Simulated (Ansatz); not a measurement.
The first iterations of a band of AlFH₂ (4 atoms, charge 0, multiplicity 1).

The calculation used Ansatz, RKS PBE-D4/def2-TZVP.

```
movable images  : 5
climbing image  : yes
spring          : 5.0 eV/Å²
optimiser       : quadratic models (default)
start path      : through a guess of the saddle point
force threshold : 0.05 eV/Å
iteration limit : 60
end points      : relaxed
```

First end point:

```xyz
4
Properties=species:S:1:pos:R:3
Al 0.402 0.000 0.173
F 0.444 0.000 1.841
H 1.798 0.000 -0.578
H -1.032 0.000 -0.505
```

Last end point:

```xyz
4
Properties=species:S:1:pos:R:3
Al 0.062 0.000 -0.872
F 1.168 0.000 1.361
H 1.870 0.000 0.718
H -1.488 0.000 -0.276
```

| iteration | highest image above the first end (eV) | largest band force component (eV/Å) |
| --- | --- | --- |
| 1 | 3.648 | 3.729 |
| 2 | 3.389 | 2.232 |

Does the band converge within its limit, and where does its top end?

It converged. It ended after 7 iterations with the highest image 3.075 eV above the first end. Neighbouring images differ by up to 1.3 eV, so the band resolves the path poorly. A vibrational analysis at the climbing image gives one clearly imaginary mode, 991i cm⁻¹: a first-order saddle point. The orbitals stay closed-shell, which can raise the energy where a bond breaks towards radicals; this wasn't checked here.

Time of the run: 41 s on 1 thread of Arm Neoverse V1, with other jobs on the host, peak memory 0.11 GiB.
